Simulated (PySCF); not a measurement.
# CFCl3: calculation against experiment

**The experiment to reproduce.**

From NIST CCCBDB Release 22 (SRD 101), experimental dipoles, for the gas: dipole moment (microwave Stark effect, vibrational ground state) 0.46 ± 0.02 D.

How close the calculation comes is told at the end.

Species: CFCl3.
SMILES with atom numbers: `[F:1][C:2]([Cl:3])([Cl:4])[Cl:5]`

Structure used (GFN2-xTB), in Å, numbered top down from 1:
```xyz
5
CCl3F angstrom
F      0.0603   -0.1410    1.3961
C      0.0046   -0.0063    0.0667
Cl    -0.4579    1.6606   -0.3126
Cl     1.6028   -0.3706   -0.6039
Cl    -1.2011   -1.1397   -0.5634
```

The PySCF runs (gas phase, on this GFN2-xTB geometry; no spin–orbit coupling):

```csv
level,job,basis functions,wall time
B97-2/cc-pCVDZ,shieldings,117,4.5 s
BHandHLYP/cc-pCVDZ,shieldings,117,4.2 s
CAM-B3LYP/cc-pCVDZ,shieldings,117,5.7 s
HCTH407/cc-pCVDZ,shieldings,117,6.4 s
HSE06/cc-pCVDZ,shieldings,117,9.4 s
LC-wPBE/cc-pCVDZ,shieldings,117,7.8 s
OLYP/cc-pCVDZ,shieldings,117,6.5 s
WP04/cc-pCVDZ,shieldings,117,4.5 s
mPW1PW91/cc-pCVDZ,shieldings,117,4.7 s
revPBE/cc-pCVDZ,shieldings,117,6.9 s
wB97X-D/cc-pCVDZ,shieldings,117,6.2 s
wB97X/cc-pCVDZ,shieldings,117,6.1 s
```

Hardware: one thread, Intel Xeon at 2.30 GHz (x86_64), no GPU, on a shared host.

Results beside the measurements:

**Dipole moment.** Measured: 0.46 D (NIST CCCBDB Release 22 (SRD 101), experimental dipoles).

| level | computed (D) | computed − measured (D) | % (from the printed values) |
| --- | --- | --- | --- |
| B97-2/cc-pCVDZ | 0.29 | -0.17 | -37 |
| BHandHLYP/cc-pCVDZ | 0.41 | -0.05 | -11 |
| CAM-B3LYP/cc-pCVDZ | 0.31 | -0.15 | -33 |
| HCTH407/cc-pCVDZ | 0.19 | -0.27 | -59 |
| HSE06/cc-pCVDZ | 0.29 | -0.17 | -37 |
| LC-wPBE/cc-pCVDZ | 0.27 | -0.19 | -41 |
| OLYP/cc-pCVDZ | 0.16 | -0.30 | -65 |
| WP04/cc-pCVDZ | 0.41 | -0.05 | -11 |
| mPW1PW91/cc-pCVDZ | 0.30 | -0.16 | -35 |
| revPBE/cc-pCVDZ | 0.15 | -0.31 | -67 |
| wB97X-D/cc-pCVDZ | 0.30 | -0.16 | -35 |
| wB97X/cc-pCVDZ | 0.28 | -0.18 | -39 |

All 12 levels lie below the measurement. The computed dipoles belong to one fixed geometry; measured ones are averaged over vibrations unless marked μe. Magnitudes are compared, not signs.

The geometry is computed, not the measured one. Where a level misses, the cause wasn't examined.
